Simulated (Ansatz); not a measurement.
We consider rock-salt HfC, described by LDA in Ansatz (PAW).

Run with plane-wave cutoff 520 eV, 24×24×24 k mesh, Fermi–Dirac smearing 0.065 eV (set by the program), scalar-relativistic PAW data made under PBE.

Computed at the level's own relaxed cell.

Hill averages of the elastic tensor: K = 261.2 GPa, G = 196.8 GPa. Volume 11.951 Å³/atom, mean atomic mass 95.250 u.

Task: Work out the density, the sound velocities of a polycrystal and the elastic Debye temperature, and Pugh's ratio at this level.

Result: ρ = 1.66054 × 95.250/11.951 = 13.235 g/cm³. v_l = √[(K + 4G/3)/ρ] = 6.290 km/s and v_t = √(G/ρ) = 3.856 km/s. The mean follows from 3/v_m³ = 1/v_l³ + 2/v_t³: v_m = 4.256 km/s. Θ_D = (ħ/k_B) v_m (6π²/V)^(1/3) = 76.38 K Å s/km × 4.256 × 1.7048 Å⁻¹ = 554 K, counting all atoms of the cell. K/G = 1.33, to be set beside Pugh's rough bound of 1.75 between brittle and ductile metals.

Ansatz is a program for electronic structure.
